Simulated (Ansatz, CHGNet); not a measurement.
How the equilibrium volume per atom of rutile PbO2 moves with the method

No measured value is used here.

| level (code) | value (Å³/atom) |
|---|---|
| CHGNet-r²SCAN | 14.12 |
| LDA (Ansatz) | 13.78 |
| PBE (Ansatz) | 14.82 |
| PBE-D4 (Ansatz) | 14.47 |
| r²SCAN (Ansatz) | 14.11 |

Density-functional levels without +SOC have no spin–orbit coupling. Cutoffs and k meshes differ between the levels. Ansatz's density-functional and Hartree–Fock values are scalar-relativistic unless marked +SOC, with PAW data made under PBE.

Machine-learned potentials (CHGNet-r²SCAN) are trained on DFT data: a solid inside that data is no test of them.

Ansatz is a first-principles code.
